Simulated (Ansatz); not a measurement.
Aluminium, fcc: convergence with Fermi-Dirac smearing

Computed with Ansatz, LDA, scalar-relativistic PAW, on the relaxed cell (a = 3.983 Å; spin not included). Errors count from a run at 420 eV on a Γ-centred 22×22×22 mesh with Fermi-Dirac smearing of 0.1 eV, extrapolated to zero width. Fixed here: cutoff 420 eV, mesh 14×14×14. The SCF starts from atomic densities corrected by a trained network.

| width (eV) | E(σ→0) error (meV/atom) | F error (meV/atom) | P (GPa) | SCF iterations |
| --- | --- | --- | --- | --- |
| 0.01 | 8.6 | 8.6 | -0.21 | 6 |
| 0.03 | 8.7 | 8.0 | -0.22 | 6 |
| 0.1 | 8.6 | 1.0 | -0.10 | 6 |
| 0.2 | 7.3 | -20.8 | 0.16 | 6 |
| 0.3 | 5.3 | -55.0 | 0.45 | 6 |
| 1.0 | 2.3 | -646.3 | 4.66 | 6 |

Q: What does the run at 0.6 give (width)?

A: E(σ→0) error (meV/atom): 1.9; F error (meV/atom): -231.5; P (GPa): 1.72; SCF iterations: 6.
